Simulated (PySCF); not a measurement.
Potential energy of PO⁺ along the bond

Set-up: PySCF, no relativity, basis sets P def2-TZVPPD, O def2-TZVPPD. Energies in eV from P⁺ + O in their ground configurations at the same level. All curves are PBE0. state 1: ¹Σ⁺ (singlet), closed shell; state 2: triplet, unpaired electrons π ↑↑, a mixture of terms (⟨Lz²⟩ = 2.0), a second solution, started from another occupation; state 3: quintet, unpaired electrons π ↑↑↑↑, a second solution, started from another occupation.

| R (Å) | state 1 | state 2 | state 3 |
| --- | --- | --- | --- |
| 1.224 | -5.478 | 2.420 | 12.6365 |
| 1.281 | -6.857 | 0.166 | 9.3604 |
| 1.338 | -7.618 | -1.422 | 6.8204 |
| 1.380 | -7.888 | -2.278 | 5.2954 |
| 1.423 | -7.960 | -2.908 | 4.0346 |
| 1.466 | -7.879 | -3.356 | 2.9928 |
| 1.523 | -7.592 | -3.729 | 1.8820 |
| 1.594 | -7.034 | -3.926 | 0.8424 |
| 1.679 | -6.191 | -3.891 | -0.0226 |
| 1.793 | -4.934 | -3.561 | -0.7321 |

Q: Put a parabola through the three lowest points of the state 1 curve and estimate Re, k and ωe (reduced mass 10.55 u; 1 eV/Å² = 0.16022 mdyn/Å; ωe = 1302.8·√(k/μ) cm⁻¹).

A: Through R = 1.38, 1.423, 1.466 Å the second-order coefficient is 41.4 eV/Å², so Re ≈ 1.422 Å, k ≈ 13.3 mdyn/Å and ωe ≈ 1460 cm⁻¹. A polynomial fit of higher order to the unrounded PBE0 energies gives Re = 1.420 Å, k = 13.7 mdyn/Å, ωe = 1483 cm⁻¹; anharmonicity and rounding make the difference.

The higher-order fit for each curve: state 1: Re = 1.420 Å, ωe = 1483 cm⁻¹, De = 7.96 eV; state 2: Re = 1.623 Å, ωe = 954 cm⁻¹, minimum 3.94 eV below the ground-state fragments. State 3 gave no clean fit.

For an ion De counts to the pair picked by the measured ionisation energies or electron affinities, which need not be the lowest pair at this level.
